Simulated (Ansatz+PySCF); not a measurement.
A calculation with PySCF 2.14.0.

```python
from pyscf import gto, scf, mp

mol = gto.M(atom="""
C 0.000000 0.000000 0.000000
H 0.855880 0.855880 0.855880
H 0.633990 -0.633990 -0.633990
H -0.633990 0.633990 -0.633990
H -0.633990 -0.633990 0.633990
""", basis='6-31g', charge=0, spin=0)
mf = scf.RHF(mol)
mf.kernel()
pt = mp.MP2(mf, frozen=1).run()
print(mf.e_tot, pt.e_corr, pt.e_tot)
```

The script is written out from the run's settings.

The run gave:

- Converged: yes
- Reference energy: -40.12433 hartree
- Correlation energy: -0.10562 hartree
- Total energy: -40.22995 hartree

Caution: bonds are stretched, where a single reference can fail.
